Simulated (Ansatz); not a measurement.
Geometry optimisation, Ansatz, RKS LDA/6-31G*.

input.yaml

```yaml
crystal:
  periodic: [false, false, false]
  atoms:
    - { symbol: C, position_ang: [-1.05138, 1.69454, -0.41497] }
    - { symbol: C, position_ang: [-0.18493, 0.88352, 0.00307] }
    - { symbol: C, position_ang: [0.51913, -0.10968, 0.56073] }
    - { symbol: "N", position_ang: [0.55084, -1.48605, 0.02589] }
    - { symbol: H, position_ang: [-0.92571, 2.51257, -1.12969] }
    - { symbol: H, position_ang: [0.94219, -0.05582, 1.56541] }
    - { symbol: H, position_ang: [-0.2604, -2.02139, 0.37196] }
    - { symbol: H, position_ang: [0.41027, -1.4177, -0.9824] }
total_charge: -1
basis:
  gaussian: { orbitals: "6-31G*" }
hamiltonian:
  xc: lda
relax:
  f_tol: 0.02
  max_steps: 50
output:
  orbitals: {}
```

Launched with:

```bash
$ ansatz run input.yaml --threads 1 --pin off --max-ram 2048MiB --backend cpu --events-out ev --progress --plain --runs-dir out
```

Problem. Where does it end, and by what steps?

Solution. The forces met the threshold. Limits of this set-up: an anion without diffuse functions, the dipole of an ion depends on the origin. After 20 steps the energy has fallen by 0.147 eV; H7 moved furthest, 0.36 Å.

```tsv
step	energy less start (eV)	largest force component (eV/Å)	accepted
0	0.0000	1.433	yes
1	-0.0297	1.194	yes
2	-0.0950	0.947	yes
3	-0.1291	0.452	yes
4	-0.1243	0.658	no
5	-0.1433	0.056	yes
6	-0.1200	0.308	no
7	-0.1444	0.115	yes
8	-0.1444	0.130	no
9	-0.1450	0.045	yes
10	-0.1455	0.022	yes
11	-0.1459	0.052	yes
12	-0.1461	0.067	yes
13	-0.1437	0.185	no
14	-0.1458	0.062	no
15	-0.1464	0.027	yes
16	-0.1465	0.029	yes
17	-0.1466	0.033	yes
18	-0.1466	0.027	yes
19	-0.1462	0.037	no
20	-0.1466	0.007	yes
```

```xyz
8
Properties=species:S:1:pos:R:3
C -1.139 1.716 -0.327
C -0.283 0.849 0.090
C 0.482 -0.137 0.605
N 0.475 -1.504 0.109
H -0.891 2.399 -1.167
H 1.172 0.035 1.448
H -0.495 -1.865 0.146
H 0.679 -1.494 -0.905
```

Time of the run: 25 s on 1 thread of Arm Neoverse V1 (shared host), peak memory 0.12 GiB.
